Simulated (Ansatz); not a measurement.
A nudged elastic band was laid between two geometries of C2H3F2N (8 atoms, charge 0, multiplicity 1).

Computed with RKS B3LYP-D4/def2-SVP (Ansatz 0.2.0).

```
movable images  : 4
climbing image  : no
spring          : 5.0 eV/Å²
optimiser       : quadratic models (default)
start path      : through a guess of the saddle point
force threshold : 0.05 eV/Å
iteration limit : 60
end points      : relaxed
```

Initial state:

```xyz
8
Properties=species:S:1:pos:R:3
C -0.916 -0.205 0.499
N 0.019 0.741 -0.068
C 1.076 0.378 -0.599
F 1.529 -0.866 -0.745
F 1.952 1.204 -1.125
H -1.081 0.044 1.560
H -0.598 -1.259 0.428
H -1.889 -0.094 -0.006
```

Final state:

```xyz
8
Properties=species:S:1:pos:R:3
C -0.916 -0.205 0.499
N 0.018 0.741 -0.070
C 1.076 0.377 -0.600
F 1.950 1.204 -1.128
F 1.531 -0.866 -0.742
H -1.081 0.046 1.560
H -0.597 -1.259 0.430
H -1.890 -0.096 -0.005
```

**Question.** What changes between the two ends?

**Answer.** No bond is made or broken. The dihedral C1–N2–C3–F5 changes from -180 to 0° by way of a nearly straight angle C1–N2–C3 (up to 165°), not by a turn about the bond. The two ends are copies of one structure, up to a mirror image or an exchange of like atoms.

**Question.** Give the energies along the band, and the barrier.

**Answer.** The run converged. The highest image is number 3 of 0 to 5, 0.54 eV above the ends, which have the same energy within 2 meV. No image climbed, so the highest image needn't sit at the top of the path.

| image | path coordinate (Å) | energy (eV) | angle C1–N2–C3 (°) |
| --- | --- | --- | --- |
| 0 | 0.00 | 0.00 | 122 |
| 1 | 1.23 | 0.03 | 121 |
| 2 | 2.45 | 0.08 | 132 |
| 3 | 3.68 | 0.54 | 165 |
| 4 | 4.91 | 0.03 | 120 |
| 5 | 6.14 | 0.00 | 122 |

**Question.** What is the geometry of the highest image?

**Answer.** 
```xyz
8
Properties=species:S:1:pos:R:3
C -0.963 -0.291 0.634
N 0.088 -0.006 -0.263
C 1.130 0.325 -0.768
F 1.367 0.304 -2.087
F 2.268 0.771 -0.209
H -1.112 0.488 1.402
H -0.781 -1.243 1.163
H -1.906 -0.405 0.072
```

The band took 21 iterations and of the order of 4 core-minutes.

The run took 4.3 min on 1 thread of Arm Neoverse V1, on a shared host, peak memory 0.27 GiB.
